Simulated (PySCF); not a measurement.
# H7NSi2: the cost of one run

Computed with PySCF 2.14.0. Level: levels as typed in each script, gas phase, geometry from GFN2-xTB.

## (1) Starting geometry

10 atoms, charge 0, spin multiplicity 1.

Bond lengths: Si1–N2 1.732 Å, Si1–H4 1.464 Å, Si1–H5 1.469 Å, Si1–H6 1.461 Å, N2–Si3 1.732 Å, N2–H7 1.007 Å, Si3–H8 1.464 Å, Si3–H9 1.461 Å, Si3–H10 1.469 Å. Angles: N2–Si1–H4 105.7°, N2–Si1–H5 111.9°, N2–Si1–H6 107.1°, H4–Si1–H5 110.0°, H4–Si1–H6 112.4°, H5–Si1–H6 109.7°, Si1–N2–Si3 128.8°, Si1–N2–H7 114.5°, Si3–N2–H7 114.5°, N2–Si3–H8 105.7°, N2–Si3–H9 107.1°, N2–Si3–H10 111.9°, H8–Si3–H9 112.4°, H8–Si3–H10 110.0°, H9–Si3–H10 109.7°.

As a file:

```xyz
10

Si   -1.56177    0.13861   -0.00432
N    -0.00005   -0.60818    0.04732
Si    1.56179    0.13860   -0.00432
H    -2.51642   -0.91832    0.33246
H    -1.86402    0.68474   -1.33363
H    -1.55504    1.21764    0.98024
H    -0.00002   -1.59186   -0.16839
H     2.51643   -0.91833    0.33246
H     1.55506    1.21763    0.98024
H     1.86404    0.68473   -1.33363
```

## (2) Density, bond paths and surface potential (PBE/def2-tzvp)

input.py

```python
import numpy as np
from pyscf import gto, scf, dft
from pyscf.scf import atom_ks, atom_hf
from scipy.linalg import block_diag

def solve(mol, dm0=None, hcore=None):
    mf = (dft.UKS if mol.spin else dft.RKS)(mol, xc='pbe')
    mf.grids.level = 3
    mf = mf.density_fit(auxbasis='def2-universal-jkfit')
    mf.conv_tol, mf.max_cycle = 1e-8, 80
    if hcore is not None:
        mf.get_hcore = lambda *args: hcore
    mf.kernel(dm0)
    if not mf.converged:
        mf = mf.newton().run(mf.mo_coeff, mf.mo_occ, max_cycle=30)
    assert mf.converged, 'SCF not converged'
    return mf

mol = gto.M(atom='''
Si    -1.56177     0.13861    -0.00432
N     -0.00005    -0.60818     0.04732
Si     1.56179     0.13860    -0.00432
H     -2.51642    -0.91832     0.33246
H     -1.86402     0.68474    -1.33363
H     -1.55504     1.21764     0.98024
H     -0.00002    -1.59186    -0.16839
H      2.51643    -0.91833     0.33246
H      1.55506     1.21763     0.98024
H      1.86404     0.68473    -1.33363
''', basis='def2-tzvp', charge=0, spin=0, verbose=4)
mf = solve(mol)
mf.analyze()
# spherically averaged free atoms, for the promolecule
atm = atom_ks.get_atm_nrks(mol, xc='pbe')
pro = block_diag(*[(atm[a[0]][2] * atm[a[0]][3]) @ atm[a[0]][2].T for a in mol._atom])
np.savez('result.npz', e=mf.e_tot, c=mf.mo_coeff, occ=mf.mo_occ, eps=mf.mo_energy, pro=pro, dip=mf.dip_moment(verbose=0), s2=mf.spin_square()[0])
```

Command:

```console
OMP_NUM_THREADS=1 python input.py
```

**Question.** How long does this run take on 1 thread of Arm Neoverse N1, shared host, and how much memory does it need?

About 27 s, with a peak of 0.52 GiB.
